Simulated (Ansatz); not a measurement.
Coupled-cluster diagnostics for B₃, Ansatz.

Geometry of the doublet (PBE-D4/def2-TZVP):

```xyz
3

B    -0.488   -0.305    0.689
B    -0.343   -0.006   -0.830
B     0.831    0.311    0.141
```

Correlated methods freeze 3 core orbitals. In CCSD on the charge 0 doublet the largest single amplitude is 0.26, so its Hartree–Fock determinant may place the open shell otherwise than the density functionals do. The structure comes from a short search, and lower isomers may exist.

Geometry of the charge 0 quartet (PBE-D4/def2-TZVP):

Cartesian coordinates in Å:
```
B 0.6223 0.6989 -0.4307
B 0.2016 -0.9268 0.4018
B -0.8239 0.2279 0.0289
```

Q: Estimate the CCSD(T) correlation energy, the shares of MP2 and (T), T1 and the reference's ⟨S²⟩ for: charge 0, doublet, own geometry in def2-TZVPP; charge 0, doublet, own geometry in def2-TZVPD; charge 0, quartet, own geometry in def2-TZVPP; charge 1, singlet, vertical in def2-TZVPP; charge -1, singlet, vertical in def2-TZVPD; and the rough time on 4 threads of Arm Neoverse V1 on a shared host.

A: 
```
                          state       basis  correlation (eV)  MP2 share (%)  (T) share (%)     T1  ⟨S²⟩ (pure)  wall time                                          remarks
charge 0, doublet, own geometry  def2-TZVPP            -8.152           74.5            8.5  0.107  1.54 (0.75)      1.6 s  large T1 (0.107), spin-contaminated (⟨S²⟩ 1.54)
charge 0, doublet, own geometry  def2-TZVPD            -8.167           74.6            8.5  0.107  1.54 (0.75)      2.6 s  large T1 (0.107), spin-contaminated (⟨S²⟩ 1.54)
charge 0, quartet, own geometry  def2-TZVPP            -6.841           76.9            7.2  0.074  4.05 (3.75)      1.6 s  large T1 (0.074), spin-contaminated (⟨S²⟩ 4.05)
    charge 1, singlet, vertical  def2-TZVPP            -7.943           85.7            9.7  0.046  0.00 (0.00)      0.8 s        large T1 (0.046), restricted SCF unstable
   charge -1, singlet, vertical  def2-TZVPD            -9.957           91.5            9.0  0.026  0.00 (0.00)      1.4 s        large T1 (0.026), restricted SCF unstable
```
Customary marks for T1 are 0.02 (closed shells), 0.045 (open shells) and about 0.05 (3d metals). T1 exceeds 0.02 in 5 of 5 rows and 0.045 in 4; the higher it lies, the less the single-reference result can be trusted.
